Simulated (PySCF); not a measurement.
Beryllium: a sound run and one with changed settings

Sound run: Be [He] 2s2, Be⁺ [He] 2s1. Computed with PySCF 2.14 in pcseg-2, with the non-relativistic Hamiltonian (point nucleus). The sound run starts from symmetry-adapted Hartree-Fock orbitals and uses a fine grid where one is needed.

Changed run: initial guess minao, at most 50 SCF cycles, level shift 10.0 hartree.

| species | method | sound run (hartree) | changed run (hartree) | converged |
| --- | --- | --- | --- | --- |
| Be | UHF | -14.57018 | -14.57015 | no |
| Be | M06-L | -14.65910 | -14.65909 | no |
| Be | TPSS | -14.66901 | -14.66898 | no |
| Be⁺ | UHF | -14.27536 | -14.27533 | no |
| Be⁺ | M06-L | -14.33305 | -13.91137 | no |
| Be⁺ | TPSS | -14.33597 | -9.17562 | no |

A level shift slows the SCF but leaves a converged energy unchanged.
